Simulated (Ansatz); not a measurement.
`B[SiH2]N` + H₂O → `B[SiH2]O` + NH₃ at 700 K and 1 bar (formal hydrolysis of the Si–N bond).

Gas-phase electronic energies from Ansatz, PBE0-D4/def2-TZVP geometries. CCSD(T)/CBS adds triple-zeta CCSD(T) − MP2 to the extrapolated MP2 energy (def2 sets, frozen cores). This one scheme is used for every species. Each species was taken in one conformer, which may not be the lowest.

| species | CCSD(T)/CBS energy (Eh) | H − E (kJ/mol) | S (J/(mol·K)) |
| --- | --- | --- | --- |
| `B[SiH2]N` | -372.16627 | 230.4 | 405.1 |
| H₂O | -76.37941 | 80.5 | 218.4 |
| `B[SiH2]O` | -392.05150 | 194.3 | 392.7 |
| NH₃ | -56.50880 | 116.9 | 226.5 |

H − E and S are ideal-gas, rigid-rotor, harmonic terms from PBE0-D4/def2-TZVP, for one conformer and one mirror image of each species. 1 Eh = 2625.50 kJ/mol, R = 8.31446 J/(mol·K).

Problem. By hand: ΔE, ΔH, ΔS and ΔG.

Solution. ΔE = (-392.05150) + (-56.50880) − (-372.16627) − (-76.37941) = -0.01462 Eh = -38.4 kJ/mol. Δ(H − E) = 194.3 + 116.9 − 230.4 − 80.5 = 0.3, so ΔH = -38.1 kJ/mol. ΔS = 392.7 + 226.5 − 405.1 − 218.4 = -4.3 J/(mol·K). ΔG = -38.1 − 700 × (-4.3)/1000 = -35.1 kJ/mol.

Problem. By hand: the equilibrium constant, and the temperature at which ΔG would vanish if ΔH and ΔS stayed fixed.

Solution. log₁₀ K = −ΔG/(RT ln 10) = 2.6. ΔG = 0 at ΔH/ΔS = 8860 K, far beyond where these terms or the molecules hold.

The number of gas molecules stays the same, so ΔS is small and ΔH decides. A doubt of 5 kJ/mol in ΔE shifts log₁₀ K by 0.4 here. Other conformers and mirror images would add mixing entropy, several J/(mol·K) or more a flexible species. These are equilibria of isolated gas molecules and say nothing of rates. Largest T1 diagnostic: 0.012 (customary marks: 0.02 for closed shells, 0.045 for open ones).
